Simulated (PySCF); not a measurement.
The numbers are results of TPSSh-D3(BJ)/def2-TZVP // B3LYP-D3(BJ)/def2-TZVP run with PySCF, not measurements. Isolated molecules, 0 K electronic values unless said otherwise. One relaxed conformer stands for a flexible species; it need not be the lowest. Excitations are Tamm–Dancoff values on a coarser integration grid. The basis has no diffuse functions, so Rydberg states are missing or too high.

Reference species (SMILES): `C=C` (neutral, multiplicity 1).

| Quantity | Result |
|---|---|
| T1 excitation (TDA) | 4.51 eV |
| S1 oscillator strength | 0.000 |
| HOMO | -7.20 eV |

Changed species: `N(C)C=C` (C–C–N–C torsion 151°) (X = methylamino; the reference has X = H).

Question: What does the change do to the T1 excitation (TDA), S1 oscillator strength and HOMO?

Answer: the T1 excitation (TDA) falls by 0.54 eV, to 3.97 eV; the S1 oscillator strength is nearly the same; the HOMO rises by 2.11 eV, to -5.09 eV.
